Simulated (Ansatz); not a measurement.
Process, species as SMILES: C=CF → C=[C-]F + H+
B3LYP-D3(BJ)/def2-TZVP geometries, fixed; electronic energies without zero-point terms.
Largest species:
```xyz
6

C      0.0048     0.4339    -0.0020
C      1.1838    -0.1536     0.0049
F     -1.1460    -0.2672    -0.0028
H     -0.1758     1.5010    -0.0077
H      1.2800    -1.2303     0.0104
H      2.0778     0.4520     0.0052
```
Charge 0, spin multiplicity 1.

The deprotonation energy at MP2 with Ansatz (a quantum-chemistry and plane-wave program), in kcal/mol, split into its Hartree-Fock and correlation parts. Cores are frozen. The proton leaves the site shown, which need not be the most acidic. No added dispersion term, no relativity. Functions are those of the species that has most.

```json
[
 {"basis": "aug-cc-pVDZ", "X": "2", "functions": "96", "Hartree-Fock": "401.91", "MP2": "394.05"},
 {"basis": "aug-cc-pVTZ", "X": "3", "functions": "207", "Hartree-Fock": "405.20", "MP2": "397.60"},
 {"basis": "aug-cc-pVQZ", "X": "4", "functions": "378", "Hartree-Fock": "405.51", "MP2": "397.97"}
]
```

Worked estimate of the basis-set limit from each neighbouring pair, with Hartree-Fock from the larger set and the correlation part extrapolated as X^-3.
Correlation parts: X = 2: -7.86, X = 3: -7.60, X = 4: -7.54.
- (2,3): (27·(-7.60) - 8·(-7.86))/19 = -7.49; with Hartree-Fock 405.20 the estimate is 397.71 kcal/mol.
- (3,4): (64·(-7.54) - 27·(-7.60))/37 = -7.50; with Hartree-Fock 405.51 the estimate is 398.01 kcal/mol.
The last two estimates differ by 0.30 kcal/mol; the largest set lies 0.04 from the last. Over the last step Hartree-Fock moves by 0.31 and the correlation part by 0.06.
